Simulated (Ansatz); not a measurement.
Born–Oppenheimer molecular dynamics of BFH₄O (7 atoms, charge 0, multiplicity 1). It starts at the highest image of a converged band. Of that band: Neighbouring images differ by up to 1.6 eV, so the band resolves the path poorly. A vibrational analysis at the climbing image gives one clearly imaginary mode, 1204i cm⁻¹: a first-order saddle point.

Level of theory: RKS PBE-D4/cc-pVDZ (Ansatz).

| Quantity | Value |
| --- | --- |
| ensemble | NVE (velocity Verlet) |
| time step | 0.5 fs |
| steps asked | 200 |
| starting velocities drawn for | 100 K |
| seed | 6046 |

First frame:

```xyz
7
Properties=species:S:1:pos:R:3
B 0.041 -0.237 0.006
H -0.119 0.161 1.338
H 1.044 0.299 -0.415
F -1.158 -0.070 -0.641
O 0.278 -1.754 0.412
H -0.585 -2.203 0.279
H 0.021 -0.883 1.306
```

Problem. What does the run give?

Solution. All steps were run.

- steps done: 200
- time covered: 100 fs
- mean temperature over the second half: 389 K
- spread of the potential energy over the second half: 7.1 meV per atom
- mean potential energy of the second half above the start: -26.7 meV per atom

The conserved energy stayed within 0.13 meV per atom of its start (net change -0.041 meV per atom), so the integration is sound. The system heated up, since it started high on the potential surface and ran downhill. A run of 0.1 ps of so small a system gives no equilibrium averages. The orbitals stay closed-shell, which can raise the energy where a bond breaks towards radicals; this wasn't checked here.

Problem. What happens to the structure?

Solution. The step under study would form B1–O5, H2–H7 and break B1–H2, O5–H7. These pairs go: B1–O5 1.59 → 3.01 Å, H2–H7 1.05 → 3.38 Å, B1–H2 1.40 → 1.23 Å, O5–H7 1.27 → 1.01 Å. In the last frame they stand as before the step (other bonds may differ from the relaxed reactants and products). It ends as BFH2 + H2O. Pairs count as bonded within 1.25 times the sum of covalent radii (0.12 Å more for H–H). This is one draw of velocities; another would differ in detail.

Problem. How do temperature and energy run in time?

Solution. 
```json
{"time (fs)": "0.0", "T (K)": "100", "potential energy less start (eV)": "0.000", "conserved less start (meV/atom)": "0.00"}
{"time (fs)": "3.0", "T (K)": "76", "potential energy less start (eV)": "0.016", "conserved less start (meV/atom)": "0.01"}
{"time (fs)": "6.0", "T (K)": "32", "potential energy less start (eV)": "0.044", "conserved less start (meV/atom)": "0.02"}
{"time (fs)": "9.0", "T (K)": "24", "potential energy less start (eV)": "0.049", "conserved less start (meV/atom)": "0.02"}
{"time (fs)": "12.0", "T (K)": "58", "potential energy less start (eV)": "0.027", "conserved less start (meV/atom)": "0.01"}
{"time (fs)": "15.0", "T (K)": "108", "potential energy less start (eV)": "-0.005", "conserved less start (meV/atom)": "0.02"}
{"time (fs)": "18.0", "T (K)": "204", "potential energy less start (eV)": "-0.067", "conserved less start (meV/atom)": "0.03"}
{"time (fs)": "21.0", "T (K)": "402", "potential energy less start (eV)": "-0.195", "conserved less start (meV/atom)": "-0.03"}
{"time (fs)": "24.0", "T (K)": "664", "potential energy less start (eV)": "-0.364", "conserved less start (meV/atom)": "-0.01"}
{"time (fs)": "27.0", "T (K)": "911", "potential energy less start (eV)": "-0.524", "conserved less start (meV/atom)": "-0.03"}
{"time (fs)": "30.0", "T (K)": "1106", "potential energy less start (eV)": "-0.651", "conserved less start (meV/atom)": "-0.11"}
{"time (fs)": "33.0", "T (K)": "1081", "potential energy less start (eV)": "-0.634", "conserved less start (meV/atom)": "0.03"}
{"time (fs)": "36.0", "T (K)": "934", "potential energy less start (eV)": "-0.539", "conserved less start (meV/atom)": "-0.03"}
{"time (fs)": "39.0", "T (K)": "777", "potential energy less start (eV)": "-0.438", "conserved less start (meV/atom)": "-0.06"}
{"time (fs)": "42.0", "T (K)": "606", "potential energy less start (eV)": "-0.327", "conserved less start (meV/atom)": "0.07"}
{"time (fs)": "45.0", "T (K)": "525", "potential energy less start (eV)": "-0.275", "conserved less start (meV/atom)": "0.00"}
{"time (fs)": "48.0", "T (K)": "552", "potential energy less start (eV)": "-0.293", "conserved less start (meV/atom)": "-0.05"}
{"time (fs)": "51.0", "T (K)": "542", "potential energy less start (eV)": "-0.285", "conserved less start (meV/atom)": "0.04"}
{"time (fs)": "54.0", "T (K)": "514", "potential energy less start (eV)": "-0.268", "conserved less start (meV/atom)": "-0.03"}
{"time (fs)": "57.0", "T (K)": "440", "potential energy less start (eV)": "-0.220", "conserved less start (meV/atom)": "-0.05"}
{"time (fs)": "60.0", "T (K)": "364", "potential energy less start (eV)": "-0.170", "conserved less start (meV/atom)": "0.05"}
{"time (fs)": "63.0", "T (K)": "399", "potential energy less start (eV)": "-0.193", "conserved less start (meV/atom)": "-0.02"}
{"time (fs)": "66.0", "T (K)": "450", "potential energy less start (eV)": "-0.226", "conserved less start (meV/atom)": "-0.05"}
{"time (fs)": "69.0", "T (K)": "458", "potential energy less start (eV)": "-0.231", "conserved less start (meV/atom)": "0.01"}
{"time (fs)": "72.0", "T (K)": "408", "potential energy less start (eV)": "-0.199", "conserved less start (meV/atom)": "-0.01"}
{"time (fs)": "75.0", "T (K)": "369", "potential energy less start (eV)": "-0.174", "conserved less start (meV/atom)": "-0.04"}
{"time (fs)": "78.0", "T (K)": "349", "potential energy less start (eV)": "-0.161", "conserved less start (meV/atom)": "0.03"}
{"time (fs)": "81.0", "T (K)": "389", "potential energy less start (eV)": "-0.187", "conserved less start (meV/atom)": "-0.03"}
{"time (fs)": "84.0", "T (K)": "395", "potential energy less start (eV)": "-0.191", "conserved less start (meV/atom)": "-0.04"}
{"time (fs)": "87.0", "T (K)": "365", "potential energy less start (eV)": "-0.171", "conserved less start (meV/atom)": "0.00"}
{"time (fs)": "90.0", "T (K)": "316", "potential energy less start (eV)": "-0.140", "conserved less start (meV/atom)": "-0.03"}
{"time (fs)": "93.0", "T (K)": "259", "potential energy less start (eV)": "-0.103", "conserved less start (meV/atom)": "-0.01"}
{"time (fs)": "96.0", "T (K)": "276", "potential energy less start (eV)": "-0.114", "conserved less start (meV/atom)": "-0.01"}
{"time (fs)": "99.0", "T (K)": "303", "potential energy less start (eV)": "-0.132", "conserved less start (meV/atom)": "-0.03"}
```

Run time: 3.7 min on 1 thread of Arm Neoverse V1, with other jobs on the host, peak memory 0.098 GiB.
